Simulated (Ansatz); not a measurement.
`[NH]N` radical: the same geometry under several functionals.

```yaml
crystal:
  periodic: [false, false, false]
  atoms:
    - {symbol: N, position_ang: [-0.187713, -0.817923, 0.454316]}
    - {symbol: N, position_ang: [-0.128730, 0.235461, -0.368556]}
    - {symbol: H, position_ang: [0.759859, -0.951123, 0.811313]}
    - {symbol: H, position_ang: [-1.030953, 0.592386, -0.640087]}
    - {symbol: H, position_ang: [0.587527, 0.941189, -0.256985]}
basis:
  gaussian: {orbitals: def2-TZVPP}
magnetization: {spin_polarized: true, initial_magnetization: 1}
hamiltonian: {xc: lda}
output: {orbitals: {seedname: orbitals}}
```

```sh
$ ansatz run in.yaml --threads 4 --pin off --events-out ev --progress --plain --max-ram 10444MiB
```

Output, abridged:

```
Functional definition: SPW92
487 factors; their error is unknown
mean field evaluation 1: about -2996.4330 eV, gradient 4.1e1 eV
mean field evaluation 2: about -2975.6743 eV, gradient 7.4e1 eV
mean field evaluation 4: about -3002.7269 eV, gradient 1.1e1 eV
mean field evaluation 8: about -3003.1840 eV, gradient 5.9e-2 eV
mean field evaluation 16: about -3003.1768 eV, gradient 3.4e-5 eV
mean field -3003.17682783 eV, -110.3647127965 hartree, gradient 3.4e-5 eV, S^2 0.751789; 0 other end points of the search recorded, 0 dependent functions left out
reference -3003.17684910 eV, -110.3647135780 hartree; 9, 8 occupied and 95, 96 virtual orbitals, 487 factors
Total energy: -3003.17684910 eV, -110.3647135780 hartree
```

It took 0.35 s on 4 threads of an Arm Neoverse V1 on a shared host, with 0.13 GiB of host memory at the peak.

Changing it to `hamiltonian: {xc: {name: revPBE}, dispersion: d4}` (abridged; 0.55 s):

```
Functional definition: revPBE
mean field evaluation 16: about -3027.3150 eV, gradient 1.5e-5 eV
mean field -3027.31497426 eV, -111.2517733162 hartree, gradient 1.5e-5 eV, S^2 0.752671
Total energy: -3027.45534570 eV, -111.2569318715 hartree
```

With the line `hamiltonian: {xc: {name: wB97M-V}}` and forces (abridged; 2.4 s):

```
Functional definition: wB97M-V
mean field evaluation 16: about -3026.7676 eV, gradient 4.1e-4 eV
mean field -3026.76761377 eV, -111.2316581893 hartree, gradient 3.9e-5 eV, S^2 0.753443
Total energy: -3026.76764345 eV, -111.2316592799 hartree
Atom 0 force     0.075696    -0.206249     0.182215 eV/Å
Atom 1 force    -0.019864     0.286780    -0.177226 eV/Å
Atom 2 force    -0.070684     0.013914    -0.024046 eV/Å
Atom 3 force     0.048316    -0.025262     0.012043 eV/Å
Atom 4 force    -0.033464    -0.069184     0.007013 eV/Å
Dipole moment:     0.242658     0.486014    -0.084608 e Å
```

The same input with `hamiltonian: {xc: {name: B3LYP}, dispersion: d4}` and forces (abridged; 0.82 s):

```
Functional definition: B3LYP
mean field evaluation 16: about -3028.1907 eV, gradient 5.3e-5 eV
mean field -3028.19065176 eV, -111.2839538710 hartree, gradient 5.3e-5 eV, S^2 0.754243
Total energy: -3028.24226156 eV, -111.2858504961 hartree
Atom 0 force     0.019613    -0.319912     0.246858 eV/Å
Atom 1 force    -0.028327     0.291573    -0.247957 eV/Å
Atom 2 force    -0.002244    -0.029057     0.025145 eV/Å
Atom 3 force    -0.010630     0.025154    -0.017443 eV/Å
Atom 4 force     0.021588     0.032242    -0.006603 eV/Å
Dipole moment:     0.239568     0.483412    -0.086007 e Å
```

The same input with `hamiltonian: {xc: pbe0, dispersion: d4}` (abridged; 0.72 s):

```
Functional definition: PBE0
mean field evaluation 16: about -3024.6165 eV, gradient 6.2e-5 eV
mean field -3024.61653079 eV, -111.1526073478 hartree, gradient 6.2e-5 eV, S^2 0.754690
Total energy: -3024.64246440 eV, -111.1535603906 hartree
```

Changing it to `hamiltonian: {xc: {name: wB97X-V}}` (abridged; 1.9 s):

```
Functional definition: wB97X-V
mean field evaluation 16: about -3027.0101 eV, gradient 4.4e-4 eV
mean field -3027.01008339 eV, -111.2405687835 hartree, gradient 4.3e-5 eV, S^2 0.754141
Total energy: -3027.01008224 eV, -111.2405687413 hartree
```

B3LYP takes the VWN-RPA correlation (the form of Gaussian; ORCA's B3LYP/G).
